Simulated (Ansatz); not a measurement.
Frontier orbitals of C₃H₄O₂ (`OC1=COC1`).

```xyz
9

O    -1.758   -0.428    0.428
C    -0.442   -0.258    0.202
C     0.661   -0.983    0.371
O     1.539   -0.111   -0.277
C     0.397    0.748   -0.541
H    -2.141    0.395    0.746
H     0.991   -1.927    0.778
H     0.538    1.735   -0.093
H     0.214    0.828   -1.615
```

Charge 0, multiplicity 1. All single points use the PBE0-D4/def2-TZVP geometry. It is one conformer, not always the lowest. Basis def2-TZVPP, Ansatz 0.2.0.

| functional | HOMO (eV) | LUMO (eV) |
| --- | --- | --- |
| LDA (SPW92) | -4.93 | -0.40 |

**Question.** Give HOMO and LUMO (eV) with PBE, revPBE, BLYP, r2SCAN, B97M-V, PBE0, B3LYP, r2SCANh, r2SCAN0, HSE06 (plane-wave form), BHLYP, CAM-B3LYP, LC-ωPBE, ωB97X-V, ωB97M-V, HF. (An estimate is asked.)

**Answer.** Computed: 
```tsv
functional	HOMO	LUMO
PBE	-4.74	-0.25
revPBE	-4.67	-0.19
BLYP	-4.63	-0.31
r2SCAN	-4.94	0.14
B97M-V	-5.02	0.05
PBE0	-6.04	0.65
B3LYP	-5.83	0.25
r2SCANh	-5.44	0.50
r2SCAN0	-6.18	1.03
HSE06 (plane-wave form)	-5.63	0.28
BHLYP	-7.22	1.26
CAM-B3LYP	-7.42	1.40
LC-ωPBE	-8.75	2.80
ωB97X-V	-8.38	2.60
ωB97M-V	-8.31	2.11
HF	-8.92	3.33
```

B3LYP here is the variant with VWN-RPA as its local correlation; programs differ in this. LC-ωPBE has ω = 0.4 bohr⁻¹. Positive LUMOs are unbound and depend on the basis.
